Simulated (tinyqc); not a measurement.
Worked calculation: extended Hueckel theory, for HF. Computed by tinyqc, a small Python program that keeps every step (integrals from PySCF). Settings: charge = 0, K = 1.5, multiplicity = 1. Command: `OMP_NUM_THREADS=1 python tinyqc.py 28520 28521 out.jsonl` (the two numbers bound the seeds that draw the settings). One thread of a shared host (Intel(R) Xeon(R) Processor @ 2.60GHz), about 0.01 s of CPU time with the checks.

## Overlaps

Geometry (angstrom):

| atom | x | y | z |
|---|---|---|---|
| F | 0.0000 | 0.0000 | 0.0000 |
| H | 0.0000 | 0.0000 | 1.0620 |

Parameters chosen for this run:

| element | shell | Slater exponent | H_ii (eV) |
|---|---|---|---|
| F | 2s | 2.4250 | -40.0000 |
| F | 2p | 2.4250 | -18.1000 |
| H | 1s | 1.3000 | -13.6000 |

Slater orbitals, each expanded in six Gaussians scaled to its exponent.

overlap S:
```
         1F 2s  1F 2px  1F 2py  1F 2pz   2H 1s
1F 2s   1.0000  0.0000  0.0000  0.0000  0.3699
1F 2px  0.0000  1.0000  0.0000  0.0000  0.0000
1F 2py  0.0000  0.0000  1.0000  0.0000  0.0000
1F 2pz  0.0000  0.0000  0.0000  1.0000  0.3219
2H 1s   0.3699  0.0000  0.0000  0.3219  1.0000
```

## Wolfsberg-Helmholz matrix

diagonal H_ii (eV): 1F 2s -40.0000, 1F 2px -18.1000, 1F 2py -18.1000, 1F 2pz -18.1000, 2H 1s -13.6000

K = 1.5000

H_ij = K' S_ij (H_ii + H_jj)/2 for i != j (the diagonal keeps H_ii), with K' = 1.5.

H (eV):
```
           1F 2s    1F 2px    1F 2py    1F 2pz     2H 1s
1F 2s   -40.0000    0.0000    0.0000    0.0000  -14.8688
1F 2px    0.0000  -18.1000    0.0000    0.0000    0.0000
1F 2py    0.0000    0.0000  -18.1000    0.0000    0.0000
1F 2pz    0.0000    0.0000    0.0000  -18.1000   -7.6536
2H 1s   -14.8688    0.0000    0.0000   -7.6536  -13.6000
```

## Orbitals

valence electrons = 8

Solve H C = S C e through S^(-1/2); fill by pairs from the bottom, a degenerate level sharing its electrons equally; each orbital has its largest coefficient positive (the first on a tie).

orbital energies (eV): -40.0002  -18.4705  -18.1000  -18.1000  -6.2399

occupations: 2.0000  2.0000  2.0000  2.0000  0.0000

coefficients:
```
            MO1      MO2      MO3     MO4      MO5
1F 2s    0.9989  -0.0745   0.0000  0.0000  -0.4204
1F 2px   0.0000   0.0000   0.9707  0.2403   0.0000
1F 2py   0.0000   0.0000  -0.2403  0.9707   0.0000
1F 2pz  -0.0007   0.9205   0.0000  0.0000  -0.5378
2H 1s    0.0029   0.1997   0.0000  0.0000   1.1299
```

sum of one-electron energies = -189.3414 eV

Within a degenerate level the vectors are fixed only up to a rotation; this is one choice.

## Mulliken analysis

P = C n C^T; charge = valence electrons (F 7, H 1) minus the sum of (P S)_ii on the atom; overlap population = 2 sum P_ij S_ij between two atoms.

charges: 1F -0.8107, 2H 0.8107

Overlap populations:

| pair | value |
|---|---|
| 2-1 | 0.218998 |
